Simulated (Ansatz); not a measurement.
## C2H4 (ethylene): where methods fail along a bond

C2H4 has 6 atoms, charge 0, and is taken as a singlet. SMILES: `C=C`. Geometry: relaxed at GFN2-xTB.

```xyz
6

C    -0.0869   -0.6368   -0.1422
C     0.0867    0.6367    0.1422
H     0.0312   -1.4090    0.6004
H    -0.3562   -0.9698   -1.1312
H    -0.0293    1.4091   -0.6006
H     0.3545    0.9698    1.1315
```

The C2–H5 distance is scanned; the parts on either side stay rigid. Basis STO-3G, 2 core orbitals frozen in the correlated methods; program Ansatz 0.2.0. FCI is exact within this basis and core. Energies in eV from each method's value at 1.078 Å; methods without a U are spin-restricted. The shape above is that at 1.078 Å.

```csv
distance (Å),PBE0,wB97X,B2PLYP,CCSD(T),CCSDTQ,FCI
1.078,0.00,0.00,0.00,0.00,0.00,0.00
1.347,0.91,0.92,0.89,0.77,0.77,0.77
1.617,2.69,2.75,2.66,2.36,2.36,2.36
2.156,6.00,6.24,5.82,4.69,4.71,4.71
2.694,8.05,8.60,7.43,5.33,5.44,5.44
```

Departure from the FCI curve at its largest: PBE0 +2.61 eV at 2.69 Å; wB97X +3.16 eV at 2.69 Å; B2PLYP +1.99 eV at 2.69 Å; CCSD(T) -0.11 eV at 2.69 Å; CCSDTQ within 0.005 eV. Restricted functionals keep the electrons paired too, and rise too high.
